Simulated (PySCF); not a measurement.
## 1,2-dichloropropane: 4 charge schemes on one density

1,2-dichloropropane, C3H6Cl2.
Cartesian coordinates in Å at the PBE0-D3(BJ)/def2-SVP level; atoms count from 1:
```xyz
11
C3H6Cl2 angstrom
C     -1.2473   -0.3686   -0.0709
C     -0.0635    0.5695   -0.0568
Cl    -0.2173    1.7376    1.3112
C      1.2807   -0.1122    0.1173
Cl     1.6422   -1.1710   -1.2772
H     -1.1428   -1.0785   -0.9051
H     -2.1841    0.1906   -0.1976
H     -1.3035   -0.9363    0.8701
H     -0.0404    1.1847   -0.9682
H      2.0849    0.6314    0.1836
H      1.2892   -0.7326    1.0245
```

Density: PBE0/pcSseg-1 (PySCF); schemes: Mulliken, IAO, Hirshfeld and ESP-fitted. Isolated species at its PBE0-D3(BJ)/def2-SVP geometry (one conformer only).

**Question.** Which atoms carry the lowest charge in the Mulliken, IAO, Hirshfeld and ESP-fitted schemes?

**Answer.** The schemes don't all agree: Mulliken C2 (-0.312); IAO C1 (-0.418); Hirshfeld C1 (-0.125); ESP-fitted C1 (-0.423).

**Question.** For which atoms does the sign change between the 4 schemes (beyond +0.03 e in one, beyond −0.03 e in another)?

**Answer.** C2.

**Question.** Tabulate the Mulliken, IAO, Hirshfeld and ESP-fitted charges.

**Answer.** In e:

```csv
atom,environment,Mulliken,IAO,Hirshfeld,ESP-fitted
C1,methyl carbon,-0.208,-0.418,-0.125,-0.423
C2,sp3 C–Cl carbon,-0.312,-0.073,+0.011,+0.098
Cl3,alkyl chlorine,-0.120,-0.124,-0.060,-0.171
C4,sp3 C–Cl carbon,-0.146,-0.239,-0.040,-0.414
Cl5,alkyl chlorine,-0.148,-0.108,-0.056,-0.100
H6,methyl hydrogen,+0.143,+0.158,+0.040,+0.146
H7,methyl hydrogen,+0.141,+0.156,+0.047,+0.136
H8,methyl hydrogen,+0.125,+0.147,+0.043,+0.154
H9,methine hydrogen,+0.175,+0.164,+0.044,+0.146
H10,methylene hydrogen,+0.180,+0.173,+0.048,+0.201
H11,methylene hydrogen,+0.170,+0.166,+0.048,+0.227
```

Mean size of the charges over all atoms: ESP-fitted 0.201 e, IAO 0.175 e, Mulliken 0.170 e, Hirshfeld 0.051 e. Each set sums to the total charge, 0, to within 0.001 e. The Hirshfeld scheme divides the density at each point in proportion to the densities of the neutral, spherically averaged free atoms.

**Question.** How closely do the schemes follow one another over all atoms?

**Answer.** Correlation coefficient and root-mean-square difference: IAO with Hirshfeld 0.96, 0.141 e; IAO with ESP-fitted 0.94, 0.078 e; Hirshfeld with ESP-fitted 0.91, 0.178 e; Mulliken with IAO 0.86, 0.101 e; Mulliken with Hirshfeld 0.77, 0.138 e; Mulliken with ESP-fitted 0.70, 0.164 e.

**Question.** How many electrons does the IAO scheme count on C4?

**Answer.** Z − q = 6 − (-0.239) ≈ 6.240.

**Question.** Sum the charges by element.

**Answer.** 
```csv
element,atoms,Mulliken,IAO,Hirshfeld,ESP-fitted
C,3,-0.665,-0.731,-0.154,-0.739
Cl,2,-0.268,-0.232,-0.116,-0.271
H,6,+0.934,+0.963,+0.270,+1.010
```
